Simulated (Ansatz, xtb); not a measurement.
Relative energy of two isomers of CHF2OS+

We compare X, `O/C(F)=[S+]\F`, a singlet, with Y, `O/C(F)=[S+]/F`, a singlet. Both are isolated ions in the gas phase, relaxed with PBE0-D3(BJ)/def2-SVP; the shapes shown needn't be the lowest conformers.

X (Å):

```yaml
atoms:
  - { symbol: C, position_ang: [0.2167, -0.1400, -1.4299] }
  - { symbol: F, position_ang: [-0.7773, -0.8006, -0.9783] }
  - { symbol: F, position_ang: [1.5613, 0.9888, -3.1814] }
  - { symbol: O, position_ang: [1.1468, 0.2336, -0.6663] }
  - { symbol: S, position_ang: [0.1946, 0.1901, -3.0924] }
  - { symbol: H, position_ang: [1.0463, -0.0182, 0.2771] }
```

Y (Å):

| atom | x (Å) | y (Å) | z (Å) |
| --- | --- | --- | --- |
| C | 0.2683 | -0.0102 | -1.6844 |
| F | -0.1260 | 0.3790 | -2.8173 |
| F | 2.1034 | 1.5644 | -2.2755 |
| O | -0.4834 | -0.8488 | -1.1066 |
| S | 1.7301 | 0.6140 | -1.0638 |
| H | -0.2207 | -1.1808 | -0.2261 |

Energies in hartree; the thermal terms are from PBE0-D3(BJ)/def2-SVP harmonic frequencies (ideal gas, rigid rotor, one conformer each, 298.15 K, 1 atm) and include the zero-point energy:

|  | X | Y |
| --- | --- | --- |
| E, CCSD(T)/def2-SVP | −709.829382 | −709.822243 |
| E, MP2/def2-SVP | −709.784578 | −709.777295 |
| E, MP2/def2-TZVPP | −710.570635 | −710.564774 |
| zero-point energy | 0.027480 | 0.027525 |
| H(298 K) − E | 0.033415 | 0.033483 |
| G(298 K) − E | −0.001306 | −0.001331 |

Q: Correct the CCSD(T) difference for the basis set by the MP2 change, then work out ΔE, ΔE₀, ΔH and ΔG for X → Y in kJ/mol (1 Eh = 2625.50 kJ/mol) and the equilibrium ratio [Y]/[X].

A: 1. Differences Y − X: CCSD(T) +0.007139, MP2 in the small set +0.007283, MP2 in the large set +0.005861 Eh.
2. ΔE = +0.007139 + (+0.005861 − (+0.007283)) = +0.005717 Eh = +15.01 kJ/mol.
3. ΔE₀ = ΔE + ΔZPE = +0.005717 + (+0.000045) Eh = +15.13 kJ/mol.
4. ΔH = ΔE + (+0.000068) Eh = +15.19 kJ/mol.
5. ΔG = ΔE + (−0.000025) Eh = +14.94 kJ/mol, so ΔS = (ΔH − ΔG)/T = +0.8 J/(mol K).
6. kT = 0.9442 mEh, so K = [Y]/[X] = exp(−ΔG/kT) = exp(−6.03) ≈ 0.0024.

Structure X is favoured at this temperature. An error of 4 kJ/mol in ΔG would change K by a factor of 5. Mirror images and further conformers aren't counted.

As drawn, both hold the same kinds of bond in the same numbers.

Other levels gave ΔE = +31.8 (GFN2-xTB); +18.5 (HF/STO-3G, GFN2-xTB geometries); +15.3 (r2SCAN-D4/def2-SVP, GFN2-xTB geometries); +16.5 (PBE0-D3(BJ)/def2-SVP); +19.3 (HF/def2-SVP); +19.1 (MP2/def2-SVP); +18.7 (CCSD(T)/def2-SVP) kJ/mol. The correlated steps freeze 9 core orbitals. Programs: Ansatz 0.2.0, xtb 6.7.1.
